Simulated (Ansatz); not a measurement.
# C4H8O2: the cost of one run

Method: the levels named in each step, in Ansatz 0.2.0.

## Step 1: The starting structure

Bond lengths: C1–C2 1.521 Å, C2–C3 1.524 Å, C2–O4 1.444 Å, O4–C5 1.315 Å, C5–O6 1.196 Å, C1–H7 1.087 Å, C1–H8 1.087 Å, C1–H9 1.086 Å, C2–H10 1.098 Å, C3–H11 1.088 Å, C3–H12 1.087 Å, C3–H13 1.086 Å, C5–H14 1.105 Å. Angles (14 of 22 angles, heavy atoms first): C1–C2–C3 112.4°, C1–C2–O4 107.0°, C3–C2–O4 109.5°, C2–O4–C5 117.6°, O4–C5–O6 127.4°, C1–C2–H10 110.7°, C3–C2–H10 109.6°, O4–C2–H10 107.6°, C2–C1–H7 109.9°, C2–C1–H8 110.4°, C2–C1–H9 109.8°, C2–C3–H11 110.0°, C2–C3–H12 110.1°, C2–C3–H13 109.8°.

As a file:

```xyz
14

C    -2.0232   -0.7991   -0.0191
C    -0.7741    0.0546   -0.1776
C    -0.9353    1.4393    0.4392
O     0.3019   -0.6463    0.4837
C     1.5280   -0.4050    0.0732
O     1.8689    0.3378   -0.8001
H    -2.2628   -0.9123    1.0349
H    -1.8635   -1.7855   -0.4461
H    -2.8590   -0.3259   -0.5259
H    -0.5032    0.1533   -1.2369
H    -1.1447    1.3508    1.5027
H    -0.0238    2.0169    0.3046
H    -1.7556    1.9640   -0.0423
H     2.2256   -1.0188    0.6704
```

## Step 2: A rough first relaxation, PBE-D4/def2-SVP

Contents of input.yaml:

```yaml
crystal:
  periodic: [false, false, false]
  atoms:
    - { symbol: C, position_ang: [-2.02316, -0.79905, -0.01914] }
    - { symbol: C, position_ang: [-0.77413, 0.05456, -0.17763] }
    - { symbol: C, position_ang: [-0.93531, 1.43934, 0.43917] }
    - { symbol: O, position_ang: [0.30188, -0.64629, 0.48372] }
    - { symbol: C, position_ang: [1.52798, -0.40504, 0.07322] }
    - { symbol: O, position_ang: [1.86888, 0.33785, -0.80012] }
    - { symbol: H, position_ang: [-2.26279, -0.91225, 1.03485] }
    - { symbol: H, position_ang: [-1.86349, -1.78547, -0.44607] }
    - { symbol: H, position_ang: [-2.85899, -0.32588, -0.52594] }
    - { symbol: H, position_ang: [-0.50324, 0.15328, -1.23689] }
    - { symbol: H, position_ang: [-1.14469, 1.35084, 1.50274] }
    - { symbol: H, position_ang: [-0.02382, 2.01691, 0.30465] }
    - { symbol: H, position_ang: [-1.75556, 1.96399, -0.04233] }
    - { symbol: H, position_ang: [2.22565, -1.01876, 0.67042] }
basis:
  gaussian: { orbitals: def2-SVP }
hamiltonian:
  xc: pbe
  dispersion: d4
relax:
  f_tol: 0.03
  max_steps: 200
```

Command:

```
ansatz run input.yaml --threads 4 --pin off --max-ram 10240MiB --backend cpu --events-out ev --progress --plain --runs-dir out
```

What time and memory should one allow on 4 threads of Intel Xeon at 2.50GHz (Skylake/Cascade Lake), shared host?

About 20 s, with a peak of 0.17 GiB.
